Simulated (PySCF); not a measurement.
## Working out the electron affinity of Si

Si⁻ [Ne] 3s2 3p3 (4S) → Si [Ne] 3s2 3p2 (3P). All numbers are calculated (PySCF 2.14, no relativity, point nucleus, in dyall-av3z). Frozen: [Ne]; the 23 highest virtual orbitals dropped. Energies in hartree (1 hartree = 27.21139 eV):

```tsv
part	Si⁻ (lower)	Si (upper)
UHF	-288.889825	-288.858566
CCSD correlation	-0.092637	-0.075180
(T)	-0.004807	-0.002590
```

**Question.** What does Hartree-Fock give?

**Answer.** (-288.858566) − (-288.889825) = 0.031259 hartree = 0.851 eV.

**Question.** What do CCSD and CCSD(T) give?

**Answer.** The CCSD correlation energies differ by 0.017457 hartree = 0.475 eV and the triples by 0.002217 hartree = 0.060 eV, so CCSD gives 1.326 eV and CCSD(T) 1.386 eV.

A first-order spin-orbit estimate adds -0.016 eV to CCSD(T) (valence), giving 1.370 eV against 1.390 eV (measured; photodetachment measurements, as compiled on the Wikipedia data page of electron affinities).

What remains against the reference includes basis incompleteness, the frozen core and higher excitations.
